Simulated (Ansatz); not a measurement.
# One shape, several levels: Si2H6 (SMILES [SiH3][SiH3])

Wanted: a comparison of 6 runs (HF/3-21G, B2PLYP/aug-cc-pVDZ, PBE/aug-cc-pVDZ, wB97M-V/aug-cc-pVDZ, wB97X/aug-cc-pVDZ, MP2/aug-cc-pVDZ) of Si2H6. 

The calculation is run with Ansatz 0.2.0.

35 further runs of the same task are left out: 7 that didn't finish, 28 set aside as unsound or not needed. Runs told in other sessions of the task aren't counted.

### 1 The structure to begin with

Si2H6: 8 atoms, total charge 0, spin state singlet. As SMILES, `[SiH3][SiH3]`. The Si1–H5 distance was set to 1.934 Å, away from the relaxed value.

Bond lengths: Si1–Si2 2.338 Å, Si1–H3 1.488 Å, Si1–H4 1.488 Å, Si2–H6 1.488 Å, Si2–H7 1.488 Å, Si2–H8 1.488 Å. Angles: Si1–Si2–H6 110.3°, Si1–Si2–H7 110.3°, Si1–Si2–H8 110.3°, Si2–Si1–H3 110.3°, Si2–Si1–H4 110.3°, H6–Si2–H7 108.7°, H6–Si2–H8 108.7°, H7–Si2–H8 108.7°, H3–Si1–H4 108.7°. A long bond or contact: Si1–H5 1.934 Å.

### 2 A single-point energy at HF/3-21G (run 1)

Contents of in.yaml:

```yaml
crystal:
  periodic: [false, false, false]
  atoms:
    - {symbol: Si, position_ang: [-0.080242, 0.138019, -1.091003]}
    - {symbol: Si, position_ang: [0.623758, -0.856581, 0.904897]}
    - {symbol: H, position_ang: [1.094158, 0.596019, -1.881003]}
    - {symbol: H, position_ang: [-0.852642, -0.836081, -1.908003]}
    - {symbol: H, position_ang: [-1.208000, 1.664100, -0.717900]}
    - {symbol: H, position_ang: [1.399258, 0.116419, 1.720197]}
    - {symbol: H, position_ang: [1.488358, -2.032681, 0.617897]}
    - {symbol: H, position_ang: [-0.550742, -1.311381, 1.696497]}
basis:
  gaussian: {orbitals: 3-21G.json}
hamiltonian: {xc: hf}
accuracy: high
output: {orbitals: {seedname: orbitals}}
```

The basis set 3-21G is read from a file made from the Basis Set Exchange's data (not shown).

Command:

```sh
$ ansatz run in.yaml --threads 1 --pin off --max-ram 3480MiB --events-out events.jsonl --progress --plain --runs-dir runs
```

What it wrote:

```text
Warning: RAYON_NUM_THREADS=1 ignored (pool sized by the plan → 1); use --threads N
Functional definition: HF
  name "HF"
  exchange = exact_x
  correlation = 0
851 factors; integrals over basis functions are off by at most 5.2e-9 eV
mean field evaluation 1: about -15733.2242 eV, gradient 9.5e0 eV
mean field evaluation 2: about -15733.2246 eV, gradient 9.5e0 eV
mean field evaluation 4: about -15733.7182 eV, gradient 3.9e-1 eV
mean field evaluation 8: about -15733.7189 eV, gradient 2.6e-7 eV
mean field -15733.71885792 eV, -578.2035033309 hartree, gradient 6.4e-8 eV, S^2 0.000000; 0 other end points of the search recorded, 0 dependent functions left out
reference -15733.71885792 eV, -578.2035033309 hartree; 17, 17 occupied and 21, 21 virtual orbitals, 851 factors
Total energy: -15733.71885792 eV, -578.2035033309 hartree
```

It took 0.28 s on 1 thread of Arm Neoverse V1, shared host.

### 3 The energy at B2PLYP/aug-cc-pVDZ (run 2)

Contents of run.yaml:

```yaml
crystal:
  periodic: [false, false, false]
  atoms:
    - symbol: Si
      position_ang: [-0.080242, 0.138019, -1.091003]
    - symbol: Si
      position_ang: [0.623758, -0.856581, 0.904897]
    - symbol: H
      position_ang: [1.094158, 0.596019, -1.881003]
    - symbol: H
      position_ang: [-0.852642, -0.836081, -1.908003]
    - symbol: H
      position_ang: [-1.208000, 1.664100, -0.717900]
    - symbol: H
      position_ang: [1.399258, 0.116419, 1.720197]
    - symbol: H
      position_ang: [1.488358, -2.032681, 0.617897]
    - symbol: H
      position_ang: [-0.550742, -1.311381, 1.696497]
basis:
  gaussian: {orbitals: aug-cc-pVDZ}
hamiltonian: {xc: {name: B2PLYP}}
correlation: {frozen_orbitals: {H: 0, Si: 5}}
accuracy: high
output: {orbitals: {seedname: orbitals}}
```

Command:

```sh
$ ansatz run run.yaml --threads 1 --pin off --max-ram 3480MiB --events-out events.jsonl --progress --plain --runs-dir runs
```

What it wrote (excerpt; [...] marks lines left out):

```text
Warning: RAYON_NUM_THREADS=1 ignored (pool sized by the plan → 1); use --threads N
Functional definition: B2PLYP
  name "B2PLYP"
[...]
2206 factors; integrals over basis functions are off by at most 3.8e-9 eV
[...]
mean field -15842.15187409 eV, -582.1883431768 hartree, gradient 5.6e-8 eV, S^2 0.000000; 0 other end points of the search recorded, 0 dependent functions left out
10 core orbitals not correlated: weight in the atoms' cores, before any rotation towards them, 1.000 or more for the frozen orbitals, at most 0.000 for the correlated occupied ones
reference -15842.15190815 eV, -582.1883444281 hartree; 7, 7 occupied and 91, 91 virtual orbitals, 2206 factors
second order -7.75596465 eV of doubles, -0.00000000 eV of singles
Total energy: -15844.24601860 eV, -582.2653015680 hartree
```

Wall time 16 s (1 thread of Arm Neoverse V1, shared host); peak memory 0.37 GiB.

Run 3 isn't shown in full; the table further down has it.

### 4 The energy at wB97M-V/aug-cc-pVDZ (run 4)

Contents of job.yaml:

```yaml
crystal:
  periodic: [false, false, false]
  atoms:
    - {symbol: Si, position_ang: [-0.080242, 0.138019, -1.091003]}
    - {symbol: Si, position_ang: [0.623758, -0.856581, 0.904897]}
    - {symbol: H, position_ang: [1.094158, 0.596019, -1.881003]}
    - {symbol: H, position_ang: [-0.852642, -0.836081, -1.908003]}
    - {symbol: H, position_ang: [-1.208000, 1.664100, -0.717900]}
    - {symbol: H, position_ang: [1.399258, 0.116419, 1.720197]}
    - {symbol: H, position_ang: [1.488358, -2.032681, 0.617897]}
    - {symbol: H, position_ang: [-0.550742, -1.311381, 1.696497]}
basis:
  gaussian: {orbitals: aug-cc-pVDZ}
output: {orbitals: {seedname: orbitals}}
total_charge: 0
accuracy: high
hamiltonian: {xc: {name: wB97M-V}}
```

Command:

```sh
$ ansatz run job.yaml --threads 1 --pin off --max-ram 3480MiB --events-out events.jsonl --progress --plain --runs-dir runs
```

What it wrote (excerpt; [...] marks lines left out):

```text
Warning: RAYON_NUM_THREADS=1 ignored (pool sized by the plan → 1); use --threads N
Functional definition: wB97M-V
  name "wB97M-V"
[...]
  gx(w, u) = 1 - cx + cx01*u + cx10*w
  gss(w, u) = css00 + css04*u^4 + css10*w + css20*w^2 + css43*w^4*u^3
  gos(w, u) = cos00 + cos10*w + (cos20 + cos21*u)*w^2 + (cos60 + cos61*u)*w^6
[...]
      + integral(e_c_pw_mod_opposite_spin*gos(b97_w_opposite, b97_u_opposite)) + vv10(b, c)
2206 factors; integrals over basis functions are off by at most 3.8e-9 eV
563 factors; integrals over basis functions are off by at most 2.7e-9 eV
[...]
mean field -15849.54121086 eV, -582.4598962943 hartree, gradient 1.7e-8 eV, S^2 0.000000; 0 other end points of the search recorded, 0 dependent functions left out
reference -15849.54122282 eV, -582.4598967336 hartree; 17, 17 occupied and 91, 91 virtual orbitals, 2206 factors
Total energy: -15849.54122282 eV, -582.4598967336 hartree
```

Run time: 82 s. Hardware: 1 thread of Arm Neoverse V1, shared host; peak memory 0.68 GiB.

Run 5 isn't shown in full; the table further down has it.

### 5 The energy at MP2/aug-cc-pVDZ (run 6)

Contents of molecule.yaml:

```yaml
crystal:
  periodic: [false, false, false]
  atoms:
    - {symbol: Si, position_ang: [-0.080242, 0.138019, -1.091003]}
    - {symbol: Si, position_ang: [0.623758, -0.856581, 0.904897]}
    - {symbol: H, position_ang: [1.094158, 0.596019, -1.881003]}
    - {symbol: H, position_ang: [-0.852642, -0.836081, -1.908003]}
    - {symbol: H, position_ang: [-1.208000, 1.664100, -0.717900]}
    - {symbol: H, position_ang: [1.399258, 0.116419, 1.720197]}
    - {symbol: H, position_ang: [1.488358, -2.032681, 0.617897]}
    - {symbol: H, position_ang: [-0.550742, -1.311381, 1.696497]}
basis:
  gaussian:
    orbitals: aug-cc-pVDZ
correlation:
  method: mp2
  frozen_orbitals: {H: 0, Si: 5}
accuracy: high
```

Command:

```sh
$ ansatz run molecule.yaml --threads 1 --pin off --max-ram 3480MiB --events-out events.jsonl --progress --plain --runs-dir runs
```

What it wrote:

```text
Warning: RAYON_NUM_THREADS=1 ignored (pool sized by the plan → 1); use --threads N
Functional definition: HF
  name "HF"
  exchange = exact_x
  correlation = 0
2206 factors; integrals over basis functions are off by at most 3.8e-9 eV
mean field evaluation 1: about -15816.8843 eV, gradient 1.3e1 eV
mean field evaluation 2: about -15816.8991 eV, gradient 1.3e1 eV
mean field evaluation 4: about -15818.0276 eV, gradient 4.5e-1 eV
mean field evaluation 8: about -15818.0290 eV, gradient 1.6e-4 eV
mean field -15818.02902756 eV, -581.3018449178 hartree, gradient 8.3e-9 eV, S^2 0.000000; 0 other end points of the search recorded, 0 dependent functions left out
10 core orbitals not correlated: weight in the atoms' cores, before any rotation towards them, 1.000 or more for the frozen orbitals, at most 0.000 for the correlated occupied ones
reference -15818.02902756 eV, -581.3018449178 hartree; 7, 7 occupied and 91, 91 virtual orbitals, 2206 factors
second order -6.14981056 eV of doubles, -0.00000000 eV of singles
Total energy: -15824.17883812 eV, -581.5278462872 hartree
```

Run time: 4.8 s. Hardware: 1 thread of Arm Neoverse V1, shared host; peak memory 0.31 GiB.

### 6 All runs side by side

```csv
run,level,frozen core orbitals,energy (Eh),HOMO energy (eV),LUMO energy (eV),HOMO–LUMO gap (eV),wall time
1,HF/3-21G,–,-578.203503,-10.87,2.94,13.81,0.28 s
2,B2PLYP/aug-cc-pVDZ,10,-582.265302,-9.24,0.03,9.27,16 s
3,PBE/aug-cc-pVDZ,–,-582.216541,-7.22,-1.71,5.52,9 s
4,wB97M-V/aug-cc-pVDZ,–,-582.459897,-10.31,0.33,10.65,82 s
5,wB97X/aug-cc-pVDZ,–,-582.520646,-10.58,0.87,11.45,35 s
6,MP2/aug-cc-pVDZ,10,-581.527846,–,–,–,4.8 s
```

### 7 What came out

```
                                           quantity          value
                                run 6: total energy  -581.52785 Eh
run 6: correlation energy (10 core orbitals frozen)     -226.0 mEh
```

**Reading.** Over runs 1, 2, 3, 4, 5 the HOMO–LUMO gap runs from 5.52 eV (PBE/aug-cc-pVDZ) to 13.81 eV (HF/3-21G). The two ends differ in method and basis. Totals of different functionals can't be ranked against each other. All runs together took 2.5 min, the longest 82 s.
